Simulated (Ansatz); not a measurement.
in.yaml

```yaml
crystal:
  periodic: [false, false, false]
  atoms:
    - {symbol: S, position_ang: [-0.015433, -0.009008, -1.558860]}
    - {symbol: N, position_ang: [-0.016266, -0.025151, 0.004687]}
    - {symbol: Si, position_ang: [0.031698, 0.034159, 1.554173]}
basis:
  gaussian: {orbitals: "6-31G*"}
magnetization: {spin_polarized: false, initial_magnetization: 1}
hamiltonian: {pseudopotentials: {relativity: scalar}}
correlation: {method: mp2, electrons: valence}
accuracy: high
scf: {lower_state_search: off}
output: {forces: true}
```

```sh
$ ansatz run in.yaml --threads 1 --pin off --events-out ev --progress --plain --max-ram 2393MiB
```

Output:

```
these checks for a lower state are left out or cut short: starts, cluster_reference, orbital_swaps, neighbouring_geometries, increment
931 factors; integrals over basis functions are off by at most 3.7e-9 eV
mean field evaluation 1: about -20198.7141 eV, gradient 2.5e1 eV
mean field evaluation 2: about -20198.7614 eV, gradient 2.5e1 eV
mean field evaluation 4: about -20200.4514 eV, gradient 3.9e0 eV
mean field evaluation 8: about -20200.5446 eV, gradient 5.8e-1 eV
mean field evaluation 16: about -20200.5487 eV, gradient 8.5e-8 eV
mean field -20200.54868888 eV, -742.3564718928 hartree, gradient 8.5e-8 eV, S^2 0.750000; 0 other end points of the search recorded, 0 dependent functions left out
11 core orbitals not correlated: weight in the atoms' cores, before any rotation towards them, 1.000 or more for the frozen orbitals, at most 0.000 for the correlated occupied ones
reference -20200.54868888 eV, -742.3564718928 hartree; 8, 7 occupied and 34, 35 virtual orbitals, 931 factors
second order -9.47776260 eV of doubles, -0.07257793 eV of singles
the calculation of the forces begins
Total energy: -20210.09902941 eV, -742.7074404336 hartree
Relativity: scalar
Atom 0 at    -0.015433    -0.009008    -1.558860 Å, force    -0.038587    -0.040616    -1.993642 eV/Å
Atom 1 at    -0.016266    -0.025151     0.004687 Å, force    -0.017212    -0.016100    -1.101463 eV/Å
Atom 2 at     0.031698     0.034159     1.554173 Å, force     0.055799     0.056717     3.095105 eV/Å
Dipole moment:     0.009448     0.012745     0.193427 e Å
Checks for a lower state left out: starts, cluster_reference, orbital_swaps, neighbouring_geometries, increment
```

Forces (eV/Å):
```
S   -0.039 -0.041 -1.994
N   -0.017 -0.016 -1.101
Si   0.056  0.057  3.095
```

Ran on 1 thread of AMD EPYC, shared host: 8 s wall, 0.14 GiB peak host memory.
